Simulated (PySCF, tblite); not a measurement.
# glycol monoformate (C₃H₆O₃): a rotation path, then NMR shifts on frames, part 2 of 2

tblite 0.8.0 and PySCF 2.14.0. Atoms count from 0. The steps go on from the part before.

### Step 5. Nuclear shieldings: image 4, PBE0/pcSseg-1

What the job is given:

```
{"job": {"kind": "nmr", "xc": "PBE0", "basis": "pcSseg-1", "pop": false}, "charge": 0, "multiplicity": 1}
O      1.345100     1.550800     0.153900
C      1.331400     0.828800     1.107400
O      0.802300    -0.380500     1.171700
C      0.195200    -0.872500    -0.025100
C     -1.155500    -0.185800    -0.319700
O     -1.359200     0.005100    -1.690900
H      1.777100     1.075800     2.085000
H      0.872900    -0.692300    -0.868300
H      0.081300    -1.945300     0.127100
H     -1.985400    -0.804100     0.026900
H     -1.188200     0.770600     0.219700
H     -0.715800     0.648700    -2.013800
```

Method: GIAO PBE0/pcSseg-1 NMR shielding, non-relativistic, gas phase.

The log of the run:

```text
coarse grid: 10240 points
cycle   1  E = -342.9346996441  dE =  9.673e-01  |g| = 9.925e-01  |ddm| = 2.931e+00
cycle   2  E = -342.5849455976  dE =  3.498e-01  |g| = 1.698e+00  |ddm| = 1.580e+00
cycle   3  E = -343.0963987106  dE = -5.115e-01  |g| = 2.894e-01  |ddm| = 1.133e+00
cycle   4  E = -343.1106897623  dE = -1.429e-02  |g| = 8.956e-02  |ddm| = 2.111e-01
cycle   5  E = -343.1119995008  dE = -1.310e-03  |g| = 1.493e-02  |ddm| = 4.665e-02
cycle   6  E = -343.1120414301  dE = -4.193e-05  |g| = 5.722e-03  |ddm| = 1.237e-02
cycle   7  E = -343.1120470330  dE = -5.603e-06  |g| = 1.489e-03  |ddm| = 4.239e-03
final grid: 99480 points
cycle   8  E = -343.1788144106  dE = -2.051e-05  |g| = 1.325e-02  |ddm| = 2.033e-02
cycle   9  E = -343.1787738580  dE =  4.055e-05  |g| = 2.017e-02  |ddm| = 1.665e-02
cycle  10  E = -343.1788443683  dE = -7.051e-05  |g| = 2.070e-03  |ddm| = 1.040e-02
cycle  11  E = -343.1788451312  dE = -7.628e-07  |g| = 3.780e-04  |ddm| = 1.268e-03
cycle  12  E = -343.1788451525  dE = -2.134e-08  |g| = 1.469e-04  |ddm| = 3.018e-04
cycle  13  E = -343.1788451572  dE = -4.727e-09  |g| = 2.304e-05  |ddm| = 1.142e-04
cycle  14  E = -343.1788451573  dE = -9.334e-11  |g| = 1.005e-05  |ddm| = 1.999e-05
converged SCF energy = -343.1788451573

GIAO shielding tensors (ppm)
atom      isotropic    diamagn.    paramagn.     s11        s22        s33       span
  0 O     -112.373     403.243    -515.617   -402.408   -240.211    305.499    707.907
  1 C       19.720     247.449    -227.729    -82.559     64.794     76.926    159.485
  2 O      119.377     398.844    -279.467    -60.227    182.834    235.525    295.753
  3 C      115.167     249.217    -134.050     78.111    116.048    151.342     73.230
  4 C      119.478     246.023    -126.544     87.002    114.976    156.457     69.455
  5 O      300.135     386.855     -86.721    254.725    293.600    352.080     97.355
  6 H       23.577      26.476      -2.900     19.182     23.595     27.955      8.773
  7 H       27.287      32.205      -4.918     24.583     27.364     29.914      5.332
  8 H       27.298      30.032      -2.734     23.422     27.495     30.979      7.557
  9 H       27.522      29.400      -1.878     23.258     27.823     31.485      8.226
 10 H       27.749      31.799      -4.050     24.326     28.197     30.725      6.399
 11 H       30.718      32.381      -1.663     21.607     29.313     41.236     19.629
```

Run time: 24 s. Hardware: 1 thread, shared host.

Key values: δ C1 167.2, C3 71.8, C4 67.4, O0 448.5, H6 8.14, H7 4.43 ppm.

### Step 6. Nuclear shieldings: image 6, PBE0/pcSseg-1

What the job is given:

```
{"job": {"kind": "nmr", "xc": "PBE0", "basis": "pcSseg-1", "pop": false}, "charge": 0, "multiplicity": 1}
O      1.384600     1.598400     0.361100
C      1.334500     0.784800     1.235900
O      0.798400    -0.421300     1.164500
C      0.230900    -0.796800    -0.091300
C     -1.128500    -0.116700    -0.333400
O     -1.525500    -0.218100    -1.672900
H      1.750700     0.929300     2.246600
H      0.921900    -0.513600    -0.894900
H      0.128900    -1.882000    -0.059800
H     -1.906800    -0.607300     0.254700
H     -1.059500     0.933100    -0.019400
H     -0.928400     0.309600    -2.217200
```

With the program's defaults for keys left out, this is: GIAO PBE0/pcSseg-1 NMR shielding, non-relativistic, gas phase.

The log of the run:

```text
coarse grid: 10240 points
cycle   1  E = -342.9355135933  dE =  9.668e-01  |g| = 9.905e-01  |ddm| = 2.935e+00
cycle   2  E = -342.5820555833  dE =  3.535e-01  |g| = 1.702e+00  |ddm| = 1.598e+00
cycle   3  E = -343.0963244804  dE = -5.143e-01  |g| = 2.930e-01  |ddm| = 1.147e+00
cycle   4  E = -343.1110162663  dE = -1.469e-02  |g| = 8.954e-02  |ddm| = 2.148e-01
cycle   5  E = -343.1123250853  dE = -1.309e-03  |g| = 1.499e-02  |ddm| = 4.670e-02
cycle   6  E = -343.1123674710  dE = -4.239e-05  |g| = 5.743e-03  |ddm| = 1.243e-02
cycle   7  E = -343.1123730894  dE = -5.618e-06  |g| = 1.531e-03  |ddm| = 4.267e-03
final grid: 99480 points
cycle   8  E = -343.1799771828  dE = -2.042e-05  |g| = 1.321e-02  |ddm| = 2.012e-02
cycle   9  E = -343.1799359298  dE =  4.125e-05  |g| = 2.024e-02  |ddm| = 1.688e-02
cycle  10  E = -343.1800070990  dE = -7.117e-05  |g| = 2.198e-03  |ddm| = 1.058e-02
cycle  11  E = -343.1800079559  dE = -8.569e-07  |g| = 3.746e-04  |ddm| = 1.328e-03
cycle  12  E = -343.1800079773  dE = -2.140e-08  |g| = 1.445e-04  |ddm| = 3.061e-04
cycle  13  E = -343.1800079819  dE = -4.561e-09  |g| = 2.436e-05  |ddm| = 1.153e-04
cycle  14  E = -343.1800079820  dE = -1.050e-10  |g| = 9.911e-06  |ddm| = 2.067e-05
converged SCF energy = -343.1800079820

GIAO shielding tensors (ppm)
atom      isotropic    diamagn.    paramagn.     s11        s22        s33       span
  0 O     -110.294     402.932    -513.226   -400.339   -235.262    304.718    705.057
  1 C       20.113     247.248    -227.135    -82.635     66.250     76.723    159.358
  2 O      127.502     398.833    -271.330    -52.021    197.398    237.130    289.152
  3 C      117.831     249.393    -131.563     80.010    115.305    158.177     78.166
  4 C      123.131     246.571    -123.440     89.327    113.875    166.190     76.864
  5 O      308.786     386.187     -77.401    269.169    293.516    363.674     94.505
  6 H       23.624      26.334      -2.711     19.164     23.612     28.095      8.931
  7 H       27.343      32.469      -5.127     24.508     27.646     29.874      5.366
  8 H       27.483      30.059      -2.575     23.713     27.535     31.202      7.489
  9 H       27.817      29.650      -1.834     23.642     28.080     31.727      8.085
 10 H       27.469      31.861      -4.393     23.436     27.988     30.982      7.546
 11 H       31.290      32.033      -0.743     22.095     29.165     42.611     20.516
```

Wall time 25 s (1 thread, shared host).

This run: δ C1 166.8, C3 69.1, C4 63.8, O0 446.4, H6 8.09, H7 4.37 ppm.

### Step 7. Shielding tensors: image 8, PBE0/pcSseg-1

What the job is given:

```
{"job": {"kind": "nmr", "xc": "PBE0", "basis": "pcSseg-1", "pop": false}, "charge": 0, "multiplicity": 1}
O      1.579200     1.562000     0.484600
C      1.370200     0.738900     1.325800
O      0.745400    -0.414900     1.165300
C      0.252600    -0.702700    -0.143100
C     -1.133000    -0.073400    -0.360600
O     -1.653100    -0.385000    -1.623400
H      1.687700     0.825300     2.378000
H      0.958700    -0.313000    -0.886700
H      0.193300    -1.789900    -0.216400
H     -1.838700    -0.480200     0.367400
H     -1.059700     1.013000    -0.213900
H     -1.101500     0.019200    -2.303200
```

Method: GIAO PBE0/pcSseg-1 NMR shielding, non-relativistic, gas phase.

The log of the run:

```text
coarse grid: 10240 points
cycle   1  E = -342.9374864021  dE =  9.655e-01  |g| = 9.891e-01  |ddm| = 2.937e+00
cycle   2  E = -342.5824385477  dE =  3.550e-01  |g| = 1.703e+00  |ddm| = 1.615e+00
cycle   3  E = -343.0977417473  dE = -5.153e-01  |g| = 2.948e-01  |ddm| = 1.158e+00
cycle   4  E = -343.1126460550  dE = -1.490e-02  |g| = 8.939e-02  |ddm| = 2.176e-01
cycle   5  E = -343.1139514651  dE = -1.305e-03  |g| = 1.481e-02  |ddm| = 4.663e-02
cycle   6  E = -343.1139929036  dE = -4.144e-05  |g| = 5.712e-03  |ddm| = 1.233e-02
cycle   7  E = -343.1139984558  dE = -5.552e-06  |g| = 1.524e-03  |ddm| = 4.234e-03
final grid: 99480 points
cycle   8  E = -343.1809934021  dE = -1.685e-05  |g| = 1.386e-02  |ddm| = 1.944e-02
cycle   9  E = -343.1809466965  dE =  4.671e-05  |g| = 2.140e-02  |ddm| = 1.775e-02
cycle  10  E = -343.1810258371  dE = -7.914e-05  |g| = 2.411e-03  |ddm| = 1.132e-02
cycle  11  E = -343.1810268734  dE = -1.036e-06  |g| = 3.567e-04  |ddm| = 1.436e-03
cycle  12  E = -343.1810268926  dE = -1.919e-08  |g| = 1.401e-04  |ddm| = 2.940e-04
cycle  13  E = -343.1810268970  dE = -4.364e-09  |g| = 2.268e-05  |ddm| = 1.108e-04
cycle  14  E = -343.1810268970  dE = -8.708e-11  |g| = 1.009e-05  |ddm| = 2.063e-05
converged SCF energy = -343.1810268970

GIAO shielding tensors (ppm)
atom      isotropic    diamagn.    paramagn.     s11        s22        s33       span
  0 O     -101.777     402.524    -504.301   -388.350   -224.879    307.896    696.247
  1 C       20.771     246.992    -226.221    -82.531     67.779     77.065    159.596
  2 O      128.193     399.057    -270.863    -53.467    200.784    237.263    290.730
  3 C      120.348     249.648    -129.300     80.681    119.107    161.256     80.575
  4 C      123.184     246.381    -123.197     89.388    112.174    167.991     78.603
  5 O      310.699     385.934     -75.235    282.660    294.290    355.148     72.488
  6 H       23.648      26.259      -2.611     19.220     23.674     28.050      8.830
  7 H       26.951      32.558      -5.607     24.138     27.563     29.151      5.013
  8 H       27.741      30.262      -2.521     23.778     27.889     31.557      7.779
  9 H       27.899      29.753      -1.854     23.610     28.397     31.690      8.080
 10 H       27.551      31.587      -4.036     23.183     28.393     31.078      7.895
 11 H       31.437      31.825      -0.388     22.269     28.925     43.117     20.848
```

It took 26 s on 1 thread, shared host.

In short: δ C1 166.2, C3 66.6, C4 63.7, O0 437.9, H6 8.07, H7 4.77 ppm.

### Step 8. Comparing the runs: NMR shifts

Shifts (ppm) of some atoms, chosen among heavy atoms and hydrogens apart, with basis size and wall time:

```
  frame    C3    C4    H8   H11     O0     O2    O5  functions  time
image 0  77.1  69.5  4.34  3.95  424.5  232.0  51.8        132  38 s
image 2  75.3  70.0  4.45  2.17  441.0  228.1  45.3        132  25 s
image 4  71.8  67.4  4.42  1.00  448.5  216.7  35.9        132  24 s
image 6  69.1  63.8  4.23  0.43  446.4  208.6  27.3        132  25 s
image 8  66.6  63.7  3.98  0.28  437.9  207.9  25.4        132  26 s
```

### Step 9. What came out

What follows sums up all 2 parts.

| quantity | value |
| --- | --- |
| barrier | 0.103 eV (2.4 kcal/mol) at image 4 |
| end to end (GFN2-xTB) | 0.072 eV |
| 13C shifts against TMS (PBE0/pcSseg-1, image 0) | 168.9, 77.1, 69.5 ppm |
| 1H shifts against TMS (PBE0/pcSseg-1, image 0) | 8.19, 4.56, 4.34, 4.14, 4.03, 3.95 ppm |
| 17O shifts against H2O (PBE0/pcSseg-1, image 0) | 424.5, 232.0, 51.8 ppm |
| surface potential, 1st and 99th percentile | -1.77 V and 1.33 V |
| range of the shift of O5 | 25.4 to 51.8 ppm |

In words: Along the band the dihedral turns by 84°, and the top (dihedral 144°) lies 2.4 kcal/mol above the start (GFN2-xTB, rough), so at room temperature this motion is fast. The top was not checked by a frequency run. Shifts at one fixed geometry are not the observed spectrum, which averages over the motion. In the first frame run (image 0): The largest span, 641 ppm, is at O0, where the paramagnetic term is -491 ppm. In ppm, O5 moves most: its shift spreads over 26.4 ppm, from 25.4 (image 8) to 51.8 (image 0).
